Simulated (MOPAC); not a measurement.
MOPAC input (PM6):

```
PM6 1SCF CHARGE=-1 GEO-OK AUX(PRECISION=9) THREADS=1
C3H3

C     0.11017686 1   -0.00298019 1    1.00069413 1
C     0.00657930 1   -0.64353847 1   -0.44488908 1
C    -0.02122354 1    0.64794511 1   -0.43798179 1
H    -0.92943803 1   -0.02760792 1    1.42083811 1
H     0.21074686 1   -1.50598837 1   -1.07199433 1
H     0.14549544 1    1.52503758 1   -1.05578336 1
```

Output:

```
 *******************************************************************************
 **                                                                           **
 **                              MOPAC v23.2.5                                **
 **                                                                           **
 *******************************************************************************
 ** MOPAC's Digital Object Identifier: https://doi.org/10.5281/zenodo.6511958 **
 **                                                                           **
 ** Please cite the open-source release paper for use of this MOPAC version:  **
 ** J. E. Moussa and J. J. P. Stewart (2026)                                  **
 ** MOPAC: An open-source semiempirical molecular orbital program             **
 ** J. Open Source Softw., 11(119), 8025, https://doi.org/10.21105/joss.08025 **
 *******************************************************************************

                              PM6 CALCULATION RESULTS

 *******************************************************************************
 *  PM6        - The PM6 Hamiltonian to be used
 *  GEO-OK     - OVERRIDE INTERATOMIC DISTANCE AND OTHER SAFETY CHECKS
 *
 *
 *
 *                 CHARGE ON SYSTEM = -1
 *
 *
 *
 *  1SCF       - DO 1 SCF AND THEN STOP
 *  AUX        - OUTPUT AUXILIARY INFORMATION
 *******************************************************************************
PM6 1SCF CHARGE=-1 GEO-OK AUX(PRECISION=9) THREADS=1
 C3H3

   ATOM   CHEMICAL          X               Y               Z
  NUMBER   SYMBOL      (ANGSTROMS)     (ANGSTROMS)     (ANGSTROMS)

     1       C          0.11017686  *  -0.00298019  *   1.00069413  *
     2       C          0.00657930  *  -0.64353847  *  -0.44488908  *
     3       C         -0.02122354  *   0.64794511  *  -0.43798179  *
     4       H         -0.92943803  *  -0.02760792  *   1.42083811  *
     5       H          0.21074686  *  -1.50598837  *  -1.07199433  *
     6       H          0.14549544  *   1.52503758  *  -1.05578336  *

          CARTESIAN COORDINATES

    NO.       ATOM           X           Y           Z

     1         C          0.1102     -0.0030      1.0007
     2         C          0.0066     -0.6435     -0.4449
     3         C         -0.0212      0.6479     -0.4380
     4         H         -0.9294     -0.0276      1.4208
     5         H          0.2107     -1.5060     -1.0720
     6         H          0.1455      1.5250     -1.0558

 General Reference for PM6:
 "Optimization of Parameters for Semiempirical Methods V: Modification of NDDO Approximations
 and Application to 70 Elements", J. J. P. Stewart, J. Mol. Mod., 13, 1173-1213 (2007)
 URL: https://link.springer.com/article/10.1007/s00894-007-0233-4

           Empirical Formula: C3 H3  =     6 atoms

      MOLECULAR POINT GROUP   :   Cs

      RHF CALCULATION, NO. OF DOUBLY OCCUPIED LEVELS = 8

 -------------------------------------------------------------------------------
 PM6 1SCF CHARGE=-1 GEO-OK AUX(PRECISION=9) THREADS=1
 C3H3

     1SCF WAS SPECIFIED, SO BFGS WAS NOT USED
     SCF FIELD WAS ACHIEVED

                              PM6 CALCULATION
                                                       MOPAC v23.2.5 Linux

          FINAL HEAT OF FORMATION =        124.96381 KCAL/MOL =     522.84858 KJ/MOL

          COSMO AREA              =         83.31 SQUARE ANGSTROMS
          COSMO VOLUME            =         66.77 CUBIC ANGSTROMS

          IONIZATION POTENTIAL    =          1.043428 EV
          HOMO LUMO ENERGIES (EV) =         -1.043  7.581
          NO. OF FILLED LEVELS    =          8
          MOLECULAR WEIGHT        =         39.0567         POINT GROUP:  Cs

          MOLECULAR DIMENSIONS (Angstroms)

            Atom       Atom       Distance
            H     6    H     4     3.11446
            H     5    H     6     2.64842
            C     1    H     4     0.77862

          SCF CALCULATIONS        =          1

   ATOM   CHEMICAL          X               Y               Z
  NUMBER   SYMBOL      (ANGSTROMS)     (ANGSTROMS)     (ANGSTROMS)

     1       C          0.11017686  *  -0.00298019  *   1.00069413  *
     2       C          0.00657930  *  -0.64353847  *  -0.44488908  *
     3       C         -0.02122354  *   0.64794511  *  -0.43798179  *
     4       H         -0.92943803  *  -0.02760792  *   1.42083811  *
     5       H          0.21074686  *  -1.50598837  *  -1.07199433  *
     6       H          0.14549544  *   1.52503758  *  -1.05578336  *

                             CARTESIAN COORDINATES

   1    C        0.110176860    -0.002980190     1.000694130
   2    C        0.006579300    -0.643538470    -0.444889080
   3    C       -0.021223540     0.647945110    -0.437981790
   4    H       -0.929438030    -0.027607920     1.420838110
   5    H        0.210746860    -1.505988370    -1.071994330
   6    H        0.145495440     1.525037580    -1.055783360

           Empirical Formula: C3 H3  =     6 atoms

      MOLECULAR POINT GROUP   :   Cs

                  EIGENVALUES
 -21.37679 -12.95184 -12.60685  -8.39637  -6.11872  -4.21530  -3.08435  -1.04343
   7.58140  10.04537  11.71349  11.73050  12.07256  13.06422  13.85810

              NET ATOMIC CHARGES AND DIPOLE CONTRIBUTIONS

  ATOM NO.   TYPE          CHARGE      No. of ELECS.   s-Pop       p-Pop
    1          C          -0.427894        4.4279     1.44526     2.98264
    2          C          -0.378113        4.3781     1.13007     3.24804
    3          C          -0.378113        4.3781     1.13007     3.24804
    4          H          -0.026702        1.0267     1.02670
    5          H           0.105411        0.8946     0.89459
    6          H           0.105411        0.8946     0.89459
 DIPOLE           X         Y         Z       TOTAL
 POINT-CHG.     0.170     0.012    -1.626     1.635
 HYBRID        -1.387    -0.020    -1.924     2.372
 SUM           -1.217    -0.007    -3.551     3.754

          ATOMIC ORBITAL ELECTRON POPULATIONS

     Atom    s        px        py        pz
    1  C   1.44526   1.32271   0.79932   0.86060
    2  C   1.13007   0.99140   1.03648   1.22017
    3  C   1.13007   0.99288   1.03269   1.22247
    4  H   1.02670
    5  H   0.89459
    6  H   0.89459

 **********************
 *                    *
 * JOB ENDED NORMALLY *
 *                    *
 **********************

 == MOPAC DONE ==
```

The dipole moment of an ion depends on the origin.

The geometry given is a B3LYP-D3(BJ)/def2-TZVP minimum.
